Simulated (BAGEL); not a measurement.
**C2H3S (SMILES [CH]1CS1) at ROHF/6-31G(d) (density fitting with qzvpp-jkfit, spherical functions)**

What is the vertical doublet–quartet gap of C2H3S at ROHF/6-31G* (density fitting with qzvpp-jkfit, spherical functions)? 

The results are computed with BAGEL 1.2.2.

1 further run of the same task is left out (set aside as unsound or not needed).

## 1. Starting point

C2H3S: 6 atoms, total charge 0, spin state doublet. As SMILES, `[CH]1CS1`. The shape is that of a GFN2-xTB optimisation.

Bond lengths: C1–C2 1.457 Å, C1–S3 1.715 Å, C2–S3 1.830 Å, C1–H4 1.072 Å, C2–H5 1.087 Å, C2–H6 1.082 Å. Angles: C1–C2–S3 61.7°, C2–C1–S3 69.9°, C1–S3–C2 48.4°, C1–C2–H5 122.1°, C1–C2–H6 118.4°, S3–C2–H5 116.3°, S3–C2–H6 113.2°, C2–C1–H4 129.4°, S3–C1–H4 124.5°, H5–C2–H6 114.1°.

## 2. The energy at ROHF/6-31G(d) (density fitting with qzvpp-jkfit, spherical functions)

input.json

```json
{ "bagel" : [

{
  "title" : "molecule",
  "basis" : "6-31gs.json",
  "df_basis" : "qzvpp-jkfit",
  "angstrom" : true,
  "geometry" : [
    { "atom" : "C", "xyz" : [      -0.089520,      -0.880900,       0.217140 ] },
    { "atom" : "C", "xyz" : [       0.242130,       0.530400,       0.071840 ] },
    { "atom" : "S", "xyz" : [      -1.517460,       0.038100,      -0.024350 ] },
    { "atom" : "H", "xyz" : [       0.204900,      -1.715360,      -0.388420 ] },
    { "atom" : "H", "xyz" : [       0.681530,       0.929580,      -0.838870 ] },
    { "atom" : "H", "xyz" : [       0.478420,       1.098190,       0.962660 ] }
  ]
},

{
  "title" : "rohf",
  "nopen" : 1
},

{
  "title" : "print",
  "file" : "orbitals.molden",
  "orbitals" : true
}

]}
```

The basis set 6-31G* is read from a file made from the Basis Set Exchange's data (not shown).

Started as:

```bash
$ BAGEL_NUM_THREADS=1 BAGEL input.json > input.out
```

Output:

```text
* using 1 threads per process

  ===============================================================
  ===============================================================

  *** Geometry ***

  { "atom" : "C", "xyz" : [     -0.169168,     -1.664660,      0.410335 ] },
  { "atom" : "C", "xyz" : [      0.457559,      1.002311,      0.135758 ] },
  { "atom" : "S", "xyz" : [     -2.867584,      0.071999,     -0.046015 ] },
  { "atom" : "H", "xyz" : [      0.387205,     -3.241561,     -0.734007 ] },
  { "atom" : "H", "xyz" : [      1.287905,      1.756652,     -1.585235 ] },
  { "atom" : "H", "xyz" : [      0.904083,      2.075278,      1.819164 ] },

  Number of auxiliary basis functions:      332

  Since a DF basis is specified, we compute 2- and 3-index integrals:
    o Being stored without compression. Storage requirement is 0.007 GB

  Number of basis functions:       52
  Number of electrons      :       31

    * METHOD: MOLECULE                             0.09

  *** Open-shell HF ***

  === Nuclear Repulsion ===
    94.3990160005

      * DIIS with orbital gradients will be used.

  === ROHF iteration (6-31gs.json) ===
      0       -474.83905632          0.02698908           0.03
      1       -474.88405084          0.01207545           0.03
      2       -474.89379124          0.00704912           0.03
      3       -474.89831798          0.00241284           0.03
      4       -474.90051968          0.00112279           0.03
      5       -474.90142000          0.00023862           0.03
      6       -474.90180917          0.00008700           0.03
      7       -474.90185174          0.00003877           0.03
      8       -474.90184765          0.00001390           0.03
      9       -474.90184854          0.00000624           0.03
     10       -474.90185046          0.00000243           0.03
     11       -474.90185052          0.00000086           0.03
     12       -474.90185082          0.00000042           0.03
     13       -474.90185086          0.00000017           0.03
     14       -474.90185081          0.00000005           0.03
     15       -474.90185079          0.00000002           0.03
     16       -474.90185078          0.00000001           0.03
     17       -474.90185078          0.00000001           0.03
    * SCF iteration converged.

    * S^2 (ROHF) is 0.7500

    * Permanent dipole moment:
           (   -0.715409,    -0.029893,     0.166743) a.u.

    * METHOD: ROHF                                 0.57

    * METHOD: PRINT                                0.01

  ===============================================================
```

Run time: 0.79 s. Hardware: 1 thread of Arm Neoverse V1, shared host.

## 3. The quartet

hf.json

```json
{ "bagel" : [

{
  "title" : "molecule",
  "basis" : "6-31gs.json",
  "df_basis" : "qzvpp-jkfit",
  "angstrom" : "true",
  "geometry" : [
    { "atom" : "C", "xyz" : [   -0.089520,   -0.880900,    0.217140 ] },
    { "atom" : "C", "xyz" : [    0.242130,    0.530400,    0.071840 ] },
    { "atom" : "S", "xyz" : [   -1.517460,    0.038100,   -0.024350 ] },
    { "atom" : "H", "xyz" : [    0.204900,   -1.715360,   -0.388420 ] },
    { "atom" : "H", "xyz" : [    0.681530,    0.929580,   -0.838870 ] },
    { "atom" : "H", "xyz" : [    0.478420,    1.098190,    0.962660 ] }
  ]
},
{ "title" : "rohf", "nopen" : 3 },
{ "title" : "print", "file" : "orbitals.molden", "orbitals" : "true" }

]}
```

The basis set 6-31G* is read from a file made from the Basis Set Exchange's data (not shown).

Started as:

```bash
$ BAGEL_NUM_THREADS=1 BAGEL hf.json > hf.out
```

Output:

```text
* using 1 threads per process

  ===============================================================
  ===============================================================

  *** Geometry ***

  { "atom" : "C", "xyz" : [     -0.169168,     -1.664660,      0.410335 ] },
  { "atom" : "C", "xyz" : [      0.457559,      1.002311,      0.135758 ] },
  { "atom" : "S", "xyz" : [     -2.867584,      0.071999,     -0.046015 ] },
  { "atom" : "H", "xyz" : [      0.387205,     -3.241561,     -0.734007 ] },
  { "atom" : "H", "xyz" : [      1.287905,      1.756652,     -1.585235 ] },
  { "atom" : "H", "xyz" : [      0.904083,      2.075278,      1.819164 ] },

  Number of auxiliary basis functions:      332

  Since a DF basis is specified, we compute 2- and 3-index integrals:
    o Being stored without compression. Storage requirement is 0.007 GB

  Number of basis functions:       52
  Number of electrons      :       31

    * METHOD: MOLECULE                             0.09

  *** Open-shell HF ***

  === Nuclear Repulsion ===
    94.3990160005

      * DIIS with orbital gradients will be used.

  === ROHF iteration (6-31gs.json) ===
      0       -474.64230358          0.02854130           0.03
      1       -474.70183594          0.01161152           0.03
      2       -474.71397184          0.00583039           0.03
      3       -474.71737677          0.00244452           0.03
      4       -474.71854756          0.00054650           0.03
      5       -474.71880501          0.00018580           0.03
      6       -474.71885295          0.00007116           0.03
      7       -474.71886493          0.00003936           0.03
      8       -474.71886717          0.00002040           0.03
      9       -474.71887136          0.00001256           0.03
     10       -474.71887204          0.00000853           0.03
     11       -474.71887239          0.00000545           0.03
     12       -474.71887271          0.00000304           0.03
     13       -474.71887291          0.00000184           0.03
     14       -474.71887294          0.00000115           0.03
     15       -474.71887303          0.00000079           0.03
     16       -474.71887304          0.00000058           0.03
     17       -474.71887306          0.00000040           0.03
     18       -474.71887307          0.00000024           0.03
     19       -474.71887306          0.00000015           0.03
     20       -474.71887306          0.00000010           0.03
     21       -474.71887306          0.00000006           0.03
     22       -474.71887305          0.00000005           0.03
     23       -474.71887305          0.00000003           0.03
     24       -474.71887305          0.00000002           0.03
     25       -474.71887305          0.00000001           0.03
     26       -474.71887305          0.00000001           0.03
    * SCF iteration converged.

    * S^2 (ROHF) is 3.7500

    * Permanent dipole moment:
           (   -0.318008,     0.061090,     0.202457) a.u.

    * METHOD: ROHF                                 0.86

    * METHOD: PRINT                                0.01

  ===============================================================
```

It took 1.1 s on 1 thread of Arm Neoverse V1, shared host.

## 4. Summary of results

Level: ROHF/6-31G* (density fitting with qzvpp-jkfit, spherical functions).

| quantity | value |
| --- | --- |
| doublet: total energy | -474.90185 Eh |
| doublet: dipole moment | 1.87 D |
| doublet: ⟨S²⟩ | 0.750 |
| quartet: total energy | -474.71887 Eh |
| quartet: dipole moment | 0.97 D |
| quartet: ⟨S²⟩ | 3.750 |
| vertical energy of the quartet above the doublet | 4.979 eV |

**Reading.** At this shape the quartet lies 4.98 eV (115 kcal/mol) above the doublet.
